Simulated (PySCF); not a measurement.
Gas-phase reaction: C4H8 (isobutene) → 2 C2H2 (acetylene) + 2 H2

Computed with PySCF (xtb for GFN2) and rigid-rotor harmonic-oscillator thermochemistry at 1 bar. The comparison is the NASA 1993 polynomial table, which mixes measured and estimated data. † marks an energy on the PBE0/def2-TZVP geometry and frequencies; other levels use their own. MP2 and CCSD(T) freeze the core. All species are closed-shell singlets. MP2 isn't extrapolated to the basis-set limit; its ΔH°(298 K) is 501.1 kJ in def2-SVP and 475.1 kJ in def2-TZVPP. CCSD(T) isn't extrapolated to the basis-set limit. The harmonic model lacks anharmonicity and excited electronic states, which grow with temperature; levels with a mode under 35 cm⁻¹ are left out. Internal rotation in C4H8 (isobutene) is treated as a harmonic vibration of one conformer, which makes the entropy rough.

ΔH° and ΔS° at 298 K: table 474 kJ, 370 J/K; CCSD(T)/def2-SVP† 504 kJ, 372 J/K; GFN2-xTB 542 kJ, 370 J/K; MP2/def2-TZVPP† 475 kJ, 372 J/K.

**Question.** With the heat capacities included, give log10 K at 500, 1000, 1400, 1600, 1800 K for each.

**Answer.** 
```json
[
 {"T (K)": "500", "table": "-29.8", "CCSD(T)/def2-SVP†": "-32.9", "GFN2-xTB": "-37.0", "MP2/def2-TZVPP†": "-29.9"},
 {"T (K)": "1000", "table": "-4.3", "CCSD(T)/def2-SVP†": "-5.9", "GFN2-xTB": "-7.9", "MP2/def2-TZVPP†": "-4.4"},
 {"T (K)": "1400", "table": "3.0", "CCSD(T)/def2-SVP†": "1.8", "GFN2-xTB": "0.4", "MP2/def2-TZVPP†": "2.9"},
 {"T (K)": "1600", "table": "5.3", "CCSD(T)/def2-SVP†": "4.2", "GFN2-xTB": "2.9", "MP2/def2-TZVPP†": "5.2"},
 {"T (K)": "1800", "table": "7.0", "CCSD(T)/def2-SVP†": "6.1", "GFN2-xTB": "4.9", "MP2/def2-TZVPP†": "6.9"}
]
```
Ten kJ in ΔG° is worth 1.04 decades in K at 500 K and 0.29 at 1800 K. Holding ΔH° and ΔS° at their 298 K values would give 5.6 (table), 4.8 (CCSD(T)/def2-SVP†), 3.6 (GFN2-xTB) at 1800 K.
